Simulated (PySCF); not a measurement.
**Energy of F (fluorine, neutral) between two integer charges**

The 2p beta orbital of [He] 2s2 2p5 is emptied in steps (occupation f), with all orbitals relaxed, ending at [He] 2s2 2p4. Calculation: PySCF 2.14, in def2-SVP (3s2p1d, 14 functions); no relativity, point nucleus. The exact energy is a straight line in f; departures are measured from the line between the end points of the same method.

Question: Among UHF, LDA, PBE, PBE0, r2SCAN, LC-wPBE, BHandHLYP, wB97X, B3LYP, BLYP, which shows the largest delocalisation error (convex curve), and which is closest to linear?

Answer: Most convex: LDA (-2.081 eV at f = 0.5); closest to linear: UHF (0.581 eV).

| f | UHF (eV) | LDA (eV) | PBE (eV) | PBE0 (eV) | r2SCAN (eV) | LC-wPBE (eV) | BHandHLYP (eV) | wB97X (eV) | B3LYP (eV) | BLYP (eV) |
| --- | --- | --- | --- | --- | --- | --- | --- | --- | --- | --- |
| 1 | 0.000 | 0.000 | 0.000 | 0.000 | 0.000 | 0.000 | 0.000 | 0.000 | 0.000 | 0.000 |
| 0.9 | 0.223 | -0.748 | -0.724 | -0.488 | -0.657 | -0.248 | -0.262 | -0.254 | -0.544 | -0.730 |
| 0.7 | 0.504 | -1.748 | -1.686 | -1.134 | -1.516 | -0.572 | -0.612 | -0.584 | -1.268 | -1.702 |
| 0.5 | 0.581 | -2.081 | -1.998 | -1.342 | -1.776 | -0.670 | -0.731 | -0.682 | -1.505 | -2.023 |
| 0.3 | 0.473 | -1.746 | -1.668 | -1.117 | -1.461 | -0.550 | -0.617 | -0.557 | -1.260 | -1.693 |
| 0.1 | 0.197 | -0.747 | -0.708 | -0.473 | -0.608 | -0.229 | -0.265 | -0.230 | -0.537 | -0.722 |
| 0 | 0.000 | 0.000 | 0.000 | 0.000 | 0.000 | 0.000 | 0.000 | 0.000 | 0.000 | 0.000 |

| method | E(f=0) − E(f=1) (eV) | −ε at f=1 (eV) | −ε at f=0.5 (eV) |
| --- | --- | --- | --- |
| UHF | 15.772 | 18.297 | 15.679 |
| LDA | 17.738 | 9.428 | 17.741 |
| PBE | 17.427 | 9.371 | 17.479 |
| PBE0 | 17.346 | 11.909 | 17.396 |
| r2SCAN | 17.455 | 10.115 | 17.614 |
| LC-wPBE | 17.565 | 14.796 | 17.630 |
| BHandHLYP | 17.252 | 14.348 | 17.240 |
| wB97X | 17.375 | 14.537 | 17.455 |
| B3LYP | 17.554 | 11.502 | 17.576 |
| BLYP | 17.415 | 9.296 | 17.441 |

Reference removal energy between the ground levels: 17.423 eV (measured; NIST Atomic Spectra Database, ionization energies). The calculation has no spin-orbit coupling. UHF lacks correlation.
